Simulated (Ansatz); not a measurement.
# CHFLi+ (SMILES [Li][CH+]F): one structure at several levels

The task here is to estimate one member of a computed series from the others.

Method: single points in def2-TZVPP; program: Ansatz 0.2.0, Gaussian basis.

Correlated methods freeze the cores. The outer core shell of Li, Na, Mg and K is correlated.

## Starting geometry

SMILES `[Li][CH+]F`, 4 atoms, charge 1, spin multiplicity 1.

Atoms are counted from 1 here; the program's logs count them from 0.

Bond lengths: Li1–C2 2.118 Å, C2–F3 1.297 Å, C2–H4 1.326 Å. Angles: Li1–C2–F3 118.5°, Li1–C2–H4 137.9°, F3–C2–H4 101.6°.

Geometry (Å):

```xyz
4
CHFLi
Li    1.49170   -0.32620    1.26940
C    -0.19620   -0.10310    0.01020
F    -0.46790    1.07590   -0.45590
H    -0.97110   -0.87260   -0.74160
```

Set-up of the first run:

run/in.yaml reads:

```yaml
crystal:
  periodic: [false, false, false]
  atoms:
    - {symbol: Li, position_ang: [1.491700, -0.326200, 1.269400]}
    - {symbol: C, position_ang: [-0.196200, -0.103100, 0.010200]}
    - {symbol: F, position_ang: [-0.467900, 1.075900, -0.455900]}
    - {symbol: H, position_ang: [-0.971100, -0.872600, -0.741600]}
basis:
  gaussian: {orbitals: def2-TZVPP}
total_charge: 1
correlation: {method: ccsd_t}
output: {forces: true}
```

No record of the launch command was kept for these runs.

Among the steps run: CCSD(T)/def2-TZVPP; PBE0-D4/def2-TZVPP; wB97M-V/def2-TZVPP; r2SCAN-D4/def2-TZVPP; PBE-D4/def2-TZVPP; revPBE-D4/def2-TZVPP; BHLYP-D4/def2-TZVPP.

One of the session's tables, all rows but one given; the rest of the session is left out.

| method | RMS force component (eV/Å) | angle to CCSD(T) forces (°) |
| --- | --- | --- |
| CCSD(T) | 1.627 | reference |
| PBE0-D4 | 1.677 | 6.6 |
| wB97M-V | ? | ? |
| r2SCAN-D4 | 1.583 | 1.2 |
| PBE-D4 | 1.449 | 4.7 |
| revPBE-D4 | 1.437 | 8.5 |
| BHLYP-D4 | 1.888 | 10.2 |

Q: Estimate the row for wB97M-V from the others.

As computed: RMS force component (eV/Å): 1.683; angle to CCSD(T) forces (°): 3.3. In the column «RMS force component (eV/Å)» it lies between PBE0-D4 (1.677) and BHLYP-D4 (1.888).
